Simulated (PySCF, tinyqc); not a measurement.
Orbital energy against energy difference: ionisation energy by orbital energies and by energy differences in the cc-pvdz basis, for CH2, spin multiplicity 1. Computed by the program tinyqc with PySCF. The cation is unrestricted; errors are against CCSD(T) in this basis, not against experiment.

Geometry (angstrom):
```
atom       x        y       z
C     0.0000   0.0000  0.0000
H     0.0000   0.8880  0.5380
H     0.0000  -0.8880  0.5380
```

CCSD(T) difference in the same basis = 9.6412 eV

IP-EOM-CCSD = 9.6144 eV

First vertical ionisation energy (eV):
```
method     -e(HOMO)  E(cation) - E  error of -e(HOMO)  error of the difference
HF           9.9517       8.481963             0.3105                  -1.1592
LDA          4.9620       6.666197            -4.6792                  -2.9750
PBE          4.8504       9.748389            -4.7908                   0.1072
PBE0         6.3485       9.694330            -3.2927                   0.0531
CAM-B3LYP    7.8310       9.845614            -1.8102                   0.2044
LC-wPBE      9.3572       9.802749            -0.2840                   0.1615
```

Estimate the missing row, method = B3LYP.

Computed row:
```
method  -e(HOMO)  E(cation) - E  error of -e(HOMO)  error of the difference
B3LYP     6.0948       9.852359            -3.5465                   0.2112
```

Koopmans errs by +0.31 eV and Delta-HF by -1.16 eV: relaxation, 1.47 eV, lowers the value and the missing correlation difference works against it. The PBE level is off by -4.8 eV through the wrong tail of its potential, though its energy difference is off by +0.11 eV; exact exchange deepens the level, and among the orbital energies LC-wPBE comes closest; among the differences PBE0 does. The restricted reference is unstable here: a spin-polarised solution lies 0.0278 hartree lower (PySCF), so results built on it describe a poor reference.
